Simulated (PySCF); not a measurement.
# `CC1=NC1`: 4 charge schemes on one density

C3H5N.
Z-matrix (Å and degrees, PBE0-D3(BJ)/def2-SVP geometry), rows numbered from 1:
```
C 
C   1  1.4699
N   2  1.2525  1  141.38
C   2  1.4479  1  150.66  3  -179.78
H   1  1.0991  2  110.70  3    -0.30
H   1  1.1010  2  110.00  3   120.83
H   1  1.1010  2  110.04  3  -121.48
H   4  1.0985  2  120.96  3  -100.61
H   4  1.0985  2  120.97  3   100.62
```

Density: PBE0/pcSseg-1 (PySCF); schemes: Mulliken, IAO, Hirshfeld and ESP-fitted. Isolated species at its PBE0-D3(BJ)/def2-SVP geometry, gas phase.

Q: Atoms with like bonding are taken together and averaged. Which atoms carry the highest charge in the Mulliken, IAO, Hirshfeld and ESP-fitted schemes?

A: The schemes don't all agree: Mulliken H5/H6/H7 (+0.145); IAO C2 (+0.174); Hirshfeld C2 (+0.087); ESP-fitted C2 (+0.529).

Q: For which atoms does the sign change between the 4 schemes (beyond +0.03 e in one, beyond −0.03 e in another)?

A: For none.

Q: Do the Mulliken, IAO, Hirshfeld and ESP-fitted schemes agree on where the charge is lowest?

A: The schemes don't all agree: Mulliken N3 (-0.299); IAO C1 (-0.442); Hirshfeld N3 (-0.178); ESP-fitted C1 (-0.674).

Q: Tabulate the Mulliken, IAO, Hirshfeld and ESP-fitted charges.

A: In e; atoms taken as equivalent share a row and are averaged (×n: the atom named and its like, n in all):

```tsv
atom	environment	Mulliken	IAO	Hirshfeld	ESP-fitted
C1	methyl carbon	-0.220	-0.442	-0.096	-0.674
C2	C=N carbon	-0.013	+0.174	+0.087	+0.529
N3	C=N nitrogen	-0.299	-0.279	-0.178	-0.389
C4	sp3 carbon bound to nitrogen	-0.158	-0.219	-0.072	-0.357
H5/H6/H7	methyl hydrogen	+0.145	+0.169	+0.062	+0.199
H8/H9	methylene hydrogen	+0.127	+0.130	+0.037	+0.147
```

Mean size of the charges over all atoms: ESP-fitted 0.316 e, IAO 0.209 e, Mulliken 0.153 e, Hirshfeld 0.077 e. Each set sums to the total charge, 0, to within 0.001 e. The Mulliken scheme counts on each atom the diagonal of the density matrix times the overlap matrix over that atom's basis functions. The ESP scheme is a least-squares fit of atom-centred charges to the potential on four shells outside the van der Waals surface, with the total charge fixed.

Q: How many electrons does the IAO scheme count on C2?

A: Z − q = 6 − (+0.174) = 5.826.

Q: Sum the charges by element, for elements with more than one atom.

A: 
| element | atoms | Mulliken | IAO | Hirshfeld | ESP-fitted |
| --- | --- | --- | --- | --- | --- |
| C | 3 | -0.391 | -0.487 | -0.080 | -0.503 |
| H | 5 | +0.690 | +0.766 | +0.259 | +0.892 |

Q: How closely do the schemes follow one another over all atoms?

A: Correlation coefficient and root-mean-square difference: IAO with ESP-fitted 0.96, 0.155 e; Mulliken with IAO 0.92, 0.100 e; IAO with Hirshfeld 0.92, 0.153 e; Mulliken with Hirshfeld 0.91, 0.097 e; Hirshfeld with ESP-fitted 0.90, 0.286 e; Mulliken with ESP-fitted 0.80, 0.249 e.
